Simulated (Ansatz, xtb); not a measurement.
# A ladder of methods for SiH2 (SMILES [SiH2])

SiH2: 3 atoms, total charge 0, spin state singlet. As SMILES, `[SiH2]`. Geometry: relaxed at PBE0-D4/def2-TZVP.

```xyz
3

Si   -0.4912    0.4686   -0.2136
H     0.8403    0.5786    0.5225
H    -0.3491   -1.0472   -0.3089
```

Quantity: the electronic atomisation energy, in eV. The values are calculated. Electronic energies at fixed atoms, without zero-point motion or spin-orbit coupling.

```tsv
level	kind	program	value (eV)	less FCI/cc-pVDZ
GFN0-xTB	semi-empirical	xtb	8.71	+2.61
HF/cc-pVDZ	Hartree–Fock	Ansatz	4.62	-1.48
SVWN5/cc-pVDZ	LDA	Ansatz	7.06	+0.96
r2SCAN/cc-pVDZ	meta-GGA	Ansatz	6.31	+0.21
PBE0/cc-pVDZ	global hybrid	Ansatz	6.25	+0.15
HSE06/cc-pVDZ	range-separated hybrid	Ansatz	6.26	+0.16
B2PLYP/cc-pVDZ	double hybrid	Ansatz	6.31	+0.21
CCSDT/cc-pVDZ	coupled cluster or CI	Ansatz	6.09	-0.01
FCI/3-21G	exact in the basis	Ansatz	5.12	-0.98
FCI/cc-pVDZ	exact in the basis	Ansatz	6.10	0.00
```

FCI/cc-pVDZ is exact within its basis and frozen core, so for wave-function methods in that basis the difference is their error; functionals converge differently with the basis, so for them it is only a difference. The values span 4.62 to 8.71 eV. The xTB rows lack spin polarisation, so open shells miss the exchange term that lowers them. High-level rows in very small sets aren't better than simpler rows in larger ones.
